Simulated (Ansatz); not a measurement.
Cartesian coordinates in Å:
```
N -1.023 -0.013 -1.041
Si 0.002 0.501 0.229
N 1.019 -0.802 0.668
H -0.652 -0.361 -1.910
H -1.939 0.387 -1.152
H -0.950 0.999 1.265
H 0.962 1.603 -0.076
H 1.938 -0.631 1.041
H 0.644 -1.684 0.976
```

Total charge 0; spin multiplicity 1.

(1) List the CAM-B3LYP/def2-TZVPP orbital energies in eV (the Gaussian-basis code of Ansatz). (Best estimate.)

Results:

(1) Computed: Occupied: -1800.82, -390.66, -390.66, -145.28, -100.63, -100.62, -100.60, -25.36, -24.75, -16.50, -15.19, -15.13, -12.90, -12.04, -10.86, -8.93, -8.62. Lowest empty: 1.81, 1.85, 3.20, 3.49, 3.65, 3.80, 4.21, 4.36.
